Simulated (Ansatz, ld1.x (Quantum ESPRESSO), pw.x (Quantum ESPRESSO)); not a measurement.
What a changed setting does to a pw.x run (fcc H)

Potential: PAW, ld1.x (Quantum ESPRESSO) 7.5, LDA (PW92); core none, reference 1s1; waves: 1s (bound): rcut 1.05, rcutus 1.25 bohr; 1s channel at 0.85 Ry: rcut 1.05, rcutus 1.25 bohr; 2p channel at 0.45 Ry: rcut 1.05, rcutus 1.35 bohr; 2p channel at 1.15 Ry: rcut 1.05, rcutus 1.35 bohr; local part: all-electron potential smoothed inside 1.15 bohr (lloc = -1); core correction: none; augmentation: PSQ, inside the norm-conserving radii.

The reference run (k-mesh 18³, cutoffs 40/380 Ry, Fermi–Dirac 0.01 Ry, mixing_beta 0.4, conv_thr 1e-9, no spin) gives 0.00 GPa at 2.915 Å³/atom, where all-electron LAPW gives -0.13 GPa. This run, with its own iteration cap, changes nspin = 2 with starting_magnetization to -0.3.

```
&control
  calculation='scf', prefix='x', pseudo_dir='./', outdir='./tmp', tstress=.true., disk_io='none'
/
&system
  ibrav=0, nat=1, ntyp=1, ecutwfc=40, ecutrho=380, nbnd=7,
  occupations='smearing', smearing='fd', degauss=0.01, nspin=2, starting_magnetization(1)=-0.3
/
&electrons
  conv_thr=1e-09, mixing_beta=0.4, electron_maxstep=50
/
ATOMIC_SPECIES
H 1.0 H.UPF
CELL_PARAMETERS angstrom
  0.00000000 1.13379931 1.13379931
  1.13379931 0.00000000 1.13379931
  1.13379931 1.13379931 0.00000000
ATOMIC_POSITIONS crystal
H 0.0000 0.0000 0.0000
K_POINTS automatic
18 18 18 0 0 0
```

```bash
pw.x < H.scf.in > H.scf.out
```

How does the run end?

It converges in 7 iterations; the free energy moves by +0.0 meV/atom and the pressure by +0.00 GPa. The result is that of the reference run.

```
Message from routine setup:
     using ibrav=0 with symmetry is DISCOURAGED, use correct ibrav instead
     lattice parameter (alat)  =       3.0301  a.u.
     unit-cell volume          =      19.6714 (a.u.)^3
     number of electrons       =         1.00
     number of Kohn-Sham states=            7
     kinetic-energy cutoff     =      40.0000  Ry
     charge density cutoff     =     380.0000  Ry
     scf convergence threshold =      1.0E-09
     Exchange-correlation= SLA  PW   NOGX NOGC
     atomic species   magnetization
     number of k points=   195  Fermi-Dirac smearing, width (Ry)=  0.0100
     iteration #  1     ecut=    40.00 Ry     beta= 0.40
     total energy              =      -1.06917357 Ry
     estimated scf accuracy    <       0.00097763 Ry
     total magnetization       =    -0.07 Bohr mag/cell
     absolute magnetization    =     0.07 Bohr mag/cell
     iteration #  2     ecut=    40.00 Ry     beta= 0.40
     total energy              =      -1.07140357 Ry
     estimated scf accuracy    <       0.00045066 Ry
     total magnetization       =    -0.06 Bohr mag/cell
     absolute magnetization    =     0.06 Bohr mag/cell
     iteration #  3     ecut=    40.00 Ry     beta= 0.40
     total energy              =      -1.07160036 Ry
     estimated scf accuracy    <       0.00001078 Ry
     total magnetization       =    -0.01 Bohr mag/cell
     absolute magnetization    =     0.01 Bohr mag/cell
     iteration #  4     ecut=    40.00 Ry     beta= 0.40
     total energy              =      -1.07209614 Ry
     estimated scf accuracy    <       0.00006860 Ry
     total magnetization       =     0.02 Bohr mag/cell
     absolute magnetization    =     0.02 Bohr mag/cell
     iteration #  5     ecut=    40.00 Ry     beta= 0.40
     total energy              =      -1.07232063 Ry
     estimated scf accuracy    <       0.00000135 Ry
     total magnetization       =    -0.00 Bohr mag/cell
     absolute magnetization    =     0.00 Bohr mag/cell
     iteration #  6     ecut=    40.00 Ry     beta= 0.40
     total energy              =      -1.07232280 Ry
     estimated scf accuracy    <       0.00000004 Ry
     total magnetization       =    -0.00 Bohr mag/cell
     absolute magnetization    =     0.00 Bohr mag/cell
     iteration #  7     ecut=    40.00 Ry     beta= 0.40
     the Fermi energy is     4.0282 ev
!    total energy              =      -1.07232289 Ry
     estimated scf accuracy    <          1.5E-10 Ry
     smearing contrib. (-TS)   =      -0.00044549 Ry
     total magnetization       =     0.00 Bohr mag/cell
     absolute magnetization    =     0.00 Bohr mag/cell
     convergence has been achieved in   7 iterations
          total   stress  (Ry/bohr**3)                   (kbar)     P=        0.01
     Message from routine punch:
     Nothing written, as per user request (disk_io='none')
```

The run took about 3.3 s on one core of a shared host (Neoverse-V1, 64 threads, 503 GiB, load 37).
